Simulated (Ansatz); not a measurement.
# FP2: the cost of one run

Program: Ansatz 0.2.0, Gaussian basis. Level of theory: def2-TZVPP, core rule «outside noble gas», up to 11 orbitals frozen. These are calculated values, not measurements.

Plan: UHF; ROHF; CCSD(T) on UHF.

## (1) The system

The geometry is a PBE0/def2-TZVP stationary point (not a proven minimum) of the parent state, kept for this charge and spin.

3 atoms, charge 1, spin multiplicity 3.

Atoms are counted from 1 here; the program's logs count them from 0.

Bond lengths: F1–P2 1.607 Å, P2–P3 2.278 Å. Angles: F1–P2–P3 98.1°.

## (2) UHF

Contents of in.yaml:

```yaml
crystal:
  periodic: [false, false, false]
  atoms:
    - {symbol: F, position_ang: [0.000000, -0.771205, 1.406859]}
    - {symbol: P, position_ang: [0.000000, 0.637627, 0.634340]}
    - {symbol: P, position_ang: [0.000000, -0.164593, -1.497266]}
basis:
  gaussian: {orbitals: def2-TZVPP}
total_charge: 1
magnetization: {spin_polarized: true, initial_magnetization: 2}
hamiltonian: {xc: hf}
output: {orbitals: {seedname: orbitals}}
```

Command:

```console
$ ansatz run in.yaml --threads 1 --pin off --events-out ev --progress --plain --max-ram 4096MiB --backend cpu
```

**Question.** How long does this run take on 1 thread of AMD EPYC 7R13, shared host, and how much memory does it need?

About 13 s, with a peak of 0.33 GiB.
